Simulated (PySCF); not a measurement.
Process, species as SMILES: N#N (N2) + 3 [H][H] (H2) → 2 N (NH3)
B3LYP-D3(BJ)/def2-TZVP geometries, fixed; electronic energies without zero-point terms.
Largest species:
```
N
H 1 1.0136
H 1 1.0136 2 107.33
H 1 1.0136 2 107.33 3 -115.09
```

Energies in hartree at PBE0 with PySCF; the energy of full hydrogenation is their sum with the coefficients shown, times 627.509 kcal/mol a hartree. All functions are spherical. Density fitting with generated auxiliary sets. No added dispersion term, no relativity.

```tsv
species	coefficient	part	cc-pVDZ	cc-pVTZ	cc-pVQZ
N#N (N2)	-1	PBE0	-109.41008	-109.44147	-109.44970
[H][H] (H2)	-3	PBE0	-1.16341	-1.16848	-1.16892
N (NH3)	+2	PBE0	-56.48531	-56.51204	-56.51826
```

### Question
Predict the energy of full hydrogenation in cc-pV5Z (X = 5): let each PBE0 step shrink by the ratio of the last two. Compare with the run.

### Answer

- N#N (N2): steps -0.03139 and -0.00823, ratio 0.262, so PBE0 -109.45186 (run: -109.45227).
- [H][H] (H2): steps -0.00507 and -0.00044, ratio 0.087, so PBE0 -1.16896 (run: -1.16905).
- N (NH3): steps -0.02673 and -0.00622, ratio 0.233, so PBE0 -56.51971 (run: -56.52064).
Predicted -50.63 kcal/mol; the run in cc-pV5Z gives -51.37, a miss of 0.74. Keeping the value in cc-pVQZ, -50.24, would miss by 1.13. All sums are of the energies as printed.
